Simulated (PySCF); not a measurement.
**Unknown compound**

An unknown has the formula C4H4F2. Its calculated NMR data are:

¹H NMR (500 MHz, computed): δ 7.11 (m, 1H), 6.77 (ddt, J = 89.0, 5.9, 1.3 Hz, 1H), 6.75 (dtd, J = 15.9, 12.2, 1.3 Hz, 1H), 5.33 (m, 1H).

¹³C{¹H} NMR (computed): δ 161.9 (CH, d, J = 339.6 Hz), 158.5 (CH, d, J = 340.5 Hz), 112.2 (CH, dd, J = 17.4, 2.9 Hz), 111.3 (CH, dd, J = 4.9, 1.9 Hz).

- structure optimised with GFN2-xTB
- NMR shieldings at PBE0/pcSseg-1/GIAO
- couplings computed with B3LYP/pcJ-1 (spin–dipole term only in couplings to heteroatoms)
- program: PySCF 2.14
- one computed conformer, no relativistic terms, in vacuum

Chemical shifts δ = σref − σ; ¹H (31.72 ppm), ¹³C (186.93 ppm) against TMS, all at this level.

Question: Choose the structure that fits.
A. C#CCC(F)F
B. FC1=C(F)CC1
C. C=C1CC1(F)F
D. CC#CC(F)F
E. F/C=C\C=C\F

Answer: E. 

- The formula gives 2 degrees of unsaturation (no ring in the answer).
- 4 carbon signals for 4 carbons: no two carbons are equivalent.
- Carbon types of the structure: 4 × CH, which accounts for all hydrogens.
- δC 161.9, 158.5, 112.2, 111.3: alkene CH; the olefinic region.
- δH 7.11, 6.77, 6.75, 5.33: hydrogen on an alkene CH; a vinylic proton, deshielded by the sp2 carbon and the C=C anisotropy.

The others: C=C1CC1(F)F would give 3 signals for carbon-bound and other non-exchanging H, not 4; C#CCC(F)F would give 3 signals for carbon-bound and other non-exchanging H, not 4; FC1=C(F)CC1 would give 2 carbon signals, not 4; CC#CC(F)F would give 2 signals for carbon-bound and other non-exchanging H, not 4.

C–F couplings over four or more bonds (about 3 Hz to the para carbon of a fluoroarene) are left out. Common functionals overestimate the size of one-bond C–F couplings by tens of Hz; these are unscaled. Splittings below 1 Hz are ignored in the labels, and close J values are merged. Unscaled 3J(H,H) at this level run about 10 % above measured values. Shifts are as computed. Against solution values, carbons near 30 ppm lie about +3 ppm off and those near 130 ppm about +5 ppm. Of 1309 compounds with measured shifts, 239 miss one by over three times the rms of a fit or turn the order of signals round; such compounds aren't used in these exercises.
